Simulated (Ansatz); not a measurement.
# CH5P (SMILES C=[PH3]): methods side by side

The species is CH5P (7 atoms), meant as a singlet with charge 0. SMILES: `C=[PH3]`. Geometry: relaxed at GFN2-xTB.

Quantity: the vertical ionisation energy (to the doublet cation), in doubt, in eV. The values are calculated.

| level | kind | program | value (eV) | less FCI/STO-3G | CPU time (all runs) |
| --- | --- | --- | --- | --- | --- |
| HF/STO-3G | Hartree–Fock | Ansatz | 2.67 | -0.37 | 0.18 s |
| SVWN5/STO-3G | LDA | Ansatz | 4.56 | +1.52 | 1.6 s |
| revPBE/STO-3G | GGA | Ansatz | 4.64 | +1.60 | 2.6 s |
| r2SCAN/STO-3G | meta-GGA | Ansatz | 4.46 | +1.42 | 5.9 s |
| PBE0/STO-3G | global hybrid | Ansatz | 4.36 | +1.32 | 2.7 s |
| wB97M-V/STO-3G | range-separated hybrid | Ansatz | 4.40 | +1.36 | 39 s |
| MP2/STO-3G | perturbation theory | Ansatz | 3.00 | -0.04 | 0.19 s |
| CCSD/STO-3G | coupled cluster or CI | Ansatz | 2.99 | -0.05 | 0.29 s |
| FCI/STO-3G | exact in the basis | Ansatz | 3.04 | 0.00 | 30 s |

FCI/STO-3G is exact within its basis and frozen core, so for wave-function methods in that basis the difference is their error; functionals converge differently with the basis, so for them it is only a difference. The values span 2.67 to 4.64 eV. All rows use very small basis sets, so none should be taken for the real molecule's value. In so small a basis fixed costs decide the times, and correlated methods can beat functionals. CPU times are rough (shared hosts, several kinds of processor and program).
